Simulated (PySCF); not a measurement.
**NMR data sheet: C3H5N3**

* Formula: C3H5N3
* SMILES: Cn1nccn1
* InChI: InChI=1S/C3H5N3/c1-6-4-2-3-5-6/h2-3H,1H3
* Point group of the computed structure: C1
* Degrees of unsaturation: 3
* Carbon signals: 2
* Proton signals: 2

Bonds (- single, = double, # triple, : aromatic): C1-N2 1.439 Å, N2:N3 1.315 Å, N3:C4 1.329 Å, C4:C5 1.395 Å, C5:N6 1.329 Å, N6:N2 1.314 Å. C1 carries H7, H8, H9; C4 carries H10; C5 carries H11.

Theoretical values (PySCF 2.14): NMR shieldings at B97-2/pcSseg-2/GIAO, PBE0-D3(BJ)/def2-TZVP geometry. Fast rotation and ring inversion assumed for equivalent nuclei, non-relativistic, a single conformation, gas phase.

Scale: $^{1}$H (σ = 31.64 ppm) and $^{13}$C (σ = 185.38 ppm) vs TMS; NH3 for $^{15}$N (σ = 261.75 ppm) (reference shieldings calculated alike).

```tsv
carbon	δC, type	δH (multiplicity)	HMBC from (2–3 bonds)	span of the C tensor (ppm)
C1	43.5, CH3	4.13 (s)	–	69
C4/C5	139.9, CH	7.62 (s)	H10/H11	169
```

Other nuclei:
```json
{"atoms": "N3/N6", "nucleus": "$^{15}$N", "environment": "pyridine-type nitrogen of an azole", "δ (ppm)": "361.1", "σ (ppm)": "-99.3"}
{"atoms": "N2", "nucleus": "$^{15}$N", "environment": "pyrrole-type ring nitrogen", "δ (ppm)": "273.0", "σ (ppm)": "-11.3"}
```

- Carbon types of the structure: 2 × CH, 1 × CH3, which accounts for all hydrogens.
- δC 139.9: aromatic CH next to a ring nitrogen.
- δC 43.5: methyl carbon bonded to N; deshielded by the electronegative neighbour.
- δH 7.62: hydrogen on an aromatic CH next to a ring nitrogen; ring-current deshielding.
- δH 4.13: hydrogen on a methyl carbon bonded to N; its carbon carries N, an electronegative neighbour.

Shifts are as computed. Against solution values, carbons near 30 ppm lie about +3 ppm off and those near 130 ppm about +7 ppm. Of 1211 compounds with measured shifts, 218 miss one by over three times the rms of a fit or turn the order of signals round; such compounds aren't used in these exercises. Experimental scales use liquid or dissolved standards, which lie at an offset from isolated NH3 (liquid NH3: subtract about 20 ppm). Unscaled 15N shifts of sp2 nitrogen come out 20 to 40 ppm too high even then. No couplings were computed; multiplicities are counted from neighbouring protons, with m where these are inequivalent, close in shift, in a saturated or five-membered ring or joined by F or P, and br s for small geminal =CH2 splittings.
